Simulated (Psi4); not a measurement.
Psi4 input (wB97X-D/6-311+G**):

```
memory 1500 MB

molecule {
0 1
C     0.00728032    0.00031015    0.17491065
H    -0.01040746    0.86106198   -0.52673636
H    -0.03327446   -0.86292291   -0.52272756
symmetry c1
no_reorient
no_com
}

set {
  basis 6-311+G**
  reference rks
  scf_type pk
  dft_radial_points 99
  dft_spherical_points 590
  e_convergence 1e-8
  d_convergence 1e-7
  maxiter 150
}

e = energy('wb97x-d')
print_out(f'\nFINAL {e:.10f} DIPOLE {variable("CURRENT DIPOLE")[0]:.6f} {variable("CURRENT DIPOLE")[1]:.6f} {variable("CURRENT DIPOLE")[2]:.6f}\n')
```

From the last part of the output:

```
   @RKS iter   8:   -39.12723468988236   -1.15186e-10   2.99566e-08 DIIS
  Energy and wave function converged.

  ==> Post-Iterations <==

   Electrons on quadrature grid:
      Ntotal   =    7.9999999974 ; deviation = -2.616e-09

    Orbital Energies [Eh]
    ---------------------

    Doubly Occupied:

       1A    -10.358507     2A     -0.770080     3A     -0.498994
       4A     -0.340307

    Virtual:

       5A     -0.054393     6A      0.070905     7A      0.114227
       8A      0.131642     9A      0.134659    10A      0.209509
      11A      0.230704    12A      0.481654    13A      0.530078
      14A      0.633947    15A      0.650308    16A      0.664587
      17A      0.769081    18A      1.114065    19A      1.128480
      20A      1.221192    21A      1.594257    22A      1.603378
      23A      1.671052    24A      1.919192    25A      1.932723
      26A      2.191034    27A      2.410738    28A      2.505134
      29A      2.557381    30A      2.619027    31A      2.815003
      32A      3.123170    33A      3.649135    34A     23.806543

    Final Occupation by Irrep:
              A
    DOCC [     4 ]
    NA   [     4 ]
    NB   [     4 ]

  @RKS Final Energy:   -39.12723468988236

   => Energetics <=

    Nuclear Repulsion Energy =              6.0244745002385782
    One-Electron Energy =                 -63.6090285345737385
    Two-Electron Energy =                  22.5298312534376706
    DFT Exchange-Correlation Energy =      -4.0724546281861169
    Empirical Dispersion Energy =          -0.0000572807987588
    VV10 Nonlocal Energy =                  0.0000000000000000
    Total Energy =                        -39.1272346898823642

Computation Completed

Properties will be evaluated at   0.000000,   0.000000,   0.000000 [a0]

Properties computed using the SCF density matrix

 Multipole Moments:

 ------------------------------------------------------------------------------------
     Multipole            Electronic (a.u.)      Nuclear  (a.u.)        Total (a.u.)
 ------------------------------------------------------------------------------------

 L = 1.  Multiply by 2.5417464519 to convert [e a0] to [Debye]
 Dipole X            :         -0.0346832            0.0000000           -0.0346832
 Dipole Y            :         -0.0014775           -0.0000001           -0.0014776
 Dipole Z            :         -0.8332694           -0.0000000           -0.8332694
 Magnitude           :                                                    0.8339922

 ------------------------------------------------------------------------------------

FINAL -39.1272346899 DIPOLE -0.034683 -0.001478 -0.833269

*** Psi4 exiting successfully. Buy a developer a beer!
```
